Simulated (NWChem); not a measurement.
System: Li, doublet

Computed with NWChem. Pople sets run with spherical d functions. Spin-unrestricted. No stability test was run on the SCF state. Fermi-contact couplings, non-relativistic, static geometry.

**Question.** Among these, which level gives the lowest value of “A(iso) 7Li atom 1 (MHz)”?
A) CAM-B3LYP/cc-pCVTZ
B) CAM-B3LYP/cc-pVTZ
C) CAM-B3LYP/def2-TZVP
D) CAM-B3LYP/6-31G*

**Answer.** D, CAM-B3LYP/6-31G*. Values: CAM-B3LYP/6-31G* 378; CAM-B3LYP/def2-TZVP 459; CAM-B3LYP/cc-pCVTZ 471; CAM-B3LYP/cc-pVTZ 474
